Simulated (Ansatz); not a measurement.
Ansatz (an electronic-structure program) input (CCSD(T)/aug-cc-pVDZ):

Ansatz 0.2 input:
```yaml
crystal:
  periodic: [false, false, false]
  atoms:
    - {symbol: C, position_ang: [-0.00108478, 0.01125913, 0.11444147]}
    - {symbol: C, position_ang: [-0.01259876, 0.13076463, 1.32913478]}
    - {symbol: C, position_ang: [0.01178222, -0.12228971, -1.24299295]}
    - {symbol: H, position_ang: [-0.02261568, 0.23473201, 2.38589352]}
    - {symbol: H, position_ang: [0.94544728, -0.15717806, -1.78780376]}
    - {symbol: H, position_ang: [-0.91142373, -0.19595820, -1.80158956]}
basis:
  gaussian:
    orbitals: aug-cc-pVDZ
magnetization: {spin_polarized: true, initial_magnetization: 1}
correlation: {method: ccsd_t, electrons: outside_noble_gas}
```

End of the output:

```
reference -3136.50345942 eV, -115.2643761354 hartree; 8, 7 occupied and 85, 86 virtual orbitals, 970 factors
second order -9.74602843 eV of doubles, -0.00000000 eV of singles
coupled cluster: 0.54 GiB planned
cycle   1  -10.83376096 eV  change   -3.4e-1 eV  update   2.2e-2
cycle   2  -10.85007267 eV  change   -1.6e-2 eV  update   5.5e-3
cycle   3  -10.85230079 eV  change   -2.2e-3 eV  update   2.6e-3
cycle   4  -10.85313012 eV  change   -8.3e-4 eV  update   8.9e-4
cycle   5  -10.85373445 eV  change   -6.0e-4 eV  update   3.5e-4
cycle   6  -10.85407814 eV  change   -3.4e-4 eV  update   1.6e-4
cycle   7  -10.85427146 eV  change   -1.9e-4 eV  update   7.3e-5
cycle   8  -10.85435291 eV  change   -8.1e-5 eV  update   3.4e-5
cycle   9  -10.85436439 eV  change   -1.1e-5 eV  update   1.5e-5
coupled cluster: 0.54 GiB planned
perturbative correction -0.45393344 eV, -0.0166817461 hartree
Total energy: -3147.81175725 eV, -115.6799484154 hartree
```

It need not be the lowest isomer of its formula.

The determinant is spin-contaminated: <S^2> is 0.95 against 0.75 for a pure state.
